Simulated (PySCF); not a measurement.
**Partners of formaldehyde**

Gas-phase complexes of formaldehyde, each in one structure from a short search with a few starts, optimised by PBE0-D3(BJ)/def2-SVPD or PBE0-D3(BJ)/def2-TZVPD; other ways of binding may lie lower. Energies in kcal/mol, wB97M-D3(BJ)/def2-TZVPD, counterpoise-corrected (PySCF): interaction is complex less parts frozen as they stand in it, binding adds what it costs to deform them. Contacts are written partner···formaldehyde; electrostatic, Pauli and orbital are terms of the uncorrected same energy, whose rest is dispersion or correlation.

2 other partners are left out, for which the search missed the form known or expected to bind best.

Frequency runs check only 3 of the 6 structures; these show no clear imaginary mode. 1 further partner within 0.25 kcal/mol of a listed one is not ranked.

Problem. Order these partners of formaldehyde by binding energy, strongest first: hydrogen cyanide, chlorine monofluoride, bromine monofluoride, chloride, GeH3F, fluoride.

Solution. fluoride (-23.0), chloride (-11.1), bromine monofluoride (-7.3), chlorine monofluoride (-5.3), hydrogen cyanide (-4.7), GeH3F (-4.1).
```
              partner  contact  distance (Å)  binding  interaction  electrostatic  Pauli  orbital
             fluoride    F···C          1.59    -23.0        -38.0         -112.4  193.6   -118.7
             chloride   Cl···C          2.86    -11.1        -11.3          -18.2   17.1     -9.3
 bromine monofluoride   Br···O          2.41     -7.3         -7.6          -20.6   27.3    -13.4
chlorine monofluoride   Cl···O          2.37     -5.3         -5.5          -16.1   22.8    -11.3
     hydrogen cyanide    H···O          2.04     -4.7         -4.8           -7.1    5.7     -2.7
                GeH3F   Ge···O          3.08     -4.1         -4.3           -6.8    5.6     -2.0
```
